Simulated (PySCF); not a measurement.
**Vibration and rotation of BC**

TPSS constants of BC, ⁴Σ⁻ (quartet), unpaired electrons σ ↑, π ↑↑ (basis B cc-pVDZ, C cc-pVDZ; no relativity; PySCF 2.14; masses 11.0093 and 12.0000 u):

| Property | Result |
| --- | --- |
| ωe | 1181.5 cm⁻¹ |
| ωexe | 12.1 cm⁻¹ |
| Be | 1.2991 cm⁻¹ |
| αe | 0.0169 cm⁻¹ |
| De to B + C | 4.65 eV |

(1) What force constant and bond length do these constants imply?

(2) Estimate the centrifugal constant D from the Kratzer relation and find the Dunham coefficient a1.

The state was picked by a PBE0 search and need not be the measured ground state.

Results:

(1) Reduced mass μred = 5.7417 u; k = 5.8918×10⁻⁷·μred·ωe² (u, cm⁻¹, mdyn/Å) = 4.72 mdyn/Å; Re = √(16.8576/(μred·Be)) (u, cm⁻¹, Å) = 1.503 Å.

(2) D = 4Be³/ωe² = 6.28e-06 cm⁻¹; a1 = −1 − αeωe/(6Be²) = -2.97.
